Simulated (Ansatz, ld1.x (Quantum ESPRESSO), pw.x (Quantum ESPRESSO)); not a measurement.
## pw.x on bcc C: one setting changed

Potential: norm-conserving Troullier–Martins (Kleinman–Bylander form), ld1.x (Quantum ESPRESSO) 7.5, PBEsol; core [He], reference 2s2 2p2; waves: 2p (bound): rc 2.35 bohr; 3d channel at -0.1 Ry: rc 2.35 bohr; 2s (bound): rc 0.88 bohr; local part: the s channel; core correction: none.

The reference run (k-mesh 18³, cutoffs 135/540 Ry, Fermi–Dirac 0.01 Ry, mixing_beta 0.4, conv_thr 1e-9, no spin) gives 4.71 GPa at 6.314 Å³/atom, where all-electron LAPW gives 4.37 GPa. This run, with its own iteration cap, changes mixing_beta to 0.7.

```
&control
  calculation='scf', prefix='x', pseudo_dir='./', outdir='./tmp', tstress=.true., disk_io='none'
/
&system
  ibrav=0, nat=1, ntyp=1, ecutwfc=135, ecutrho=540, nbnd=9,
  occupations='smearing', smearing='fd', degauss=0.01
/
&electrons
  conv_thr=1e-09, mixing_beta=0.7, electron_maxstep=50
/
ATOMIC_SPECIES
C 1.0 C.UPF
CELL_PARAMETERS angstrom
  -1.16434459 1.16434459 1.16434459
  1.16434459 -1.16434459 1.16434459
  1.16434459 1.16434459 -1.16434459
ATOMIC_POSITIONS crystal
C 0.0000 0.0000 0.0000
K_POINTS automatic
18 18 18 0 0 0
```

```bash
pw.x < C.scf.in > C.scf.out
```

Q: How does the run end?

A: It converges in 4 iterations; the free energy moves by +0.0 meV/atom and the pressure by +0.00 GPa. The result is that of the reference run.

```
Message from routine setup:
     using ibrav=0 with symmetry is DISCOURAGED, use correct ibrav instead
     lattice parameter (alat)  =       3.8110  a.u.
     unit-cell volume          =      42.6090 (a.u.)^3
     number of electrons       =         4.00
     number of Kohn-Sham states=            9
     kinetic-energy cutoff     =     135.0000  Ry
     charge density cutoff     =     540.0000  Ry
     scf convergence threshold =      1.0E-09
     Exchange-correlation= PBESOL
     number of k points=   195  Fermi-Dirac smearing, width (Ry)=  0.0100
     iteration #  1     ecut=   135.00 Ry     beta= 0.70
     total energy              =     -10.98984176 Ry
     estimated scf accuracy    <       0.00068273 Ry
     iteration #  2     ecut=   135.00 Ry     beta= 0.70
     total energy              =     -10.98987147 Ry
     estimated scf accuracy    <       0.00006248 Ry
     iteration #  3     ecut=   135.00 Ry     beta= 0.70
     total energy              =     -10.98987241 Ry
     estimated scf accuracy    <       0.00000017 Ry
     iteration #  4     ecut=   135.00 Ry     beta= 0.70
     the Fermi energy is    12.6666 ev
!    total energy              =     -10.98987241 Ry
     estimated scf accuracy    <          3.1E-11 Ry
     smearing contrib. (-TS)   =      -0.00153617 Ry
     The total energy is F=E-TS. E is the sum of the following terms:
     one-electron contribution =       5.23497440 Ry
     hartree contribution      =       0.25957969 Ry
     xc contribution           =      -3.25107272 Ry
     ewald contribution        =     -13.23181761 Ry
     convergence has been achieved in   4 iterations
          total   stress  (Ry/bohr**3)                   (kbar)     P=       47.14
     Message from routine punch:
     Nothing written, as per user request (disk_io='none')
```

The run took about 13 s on one core of a shared server CPU.
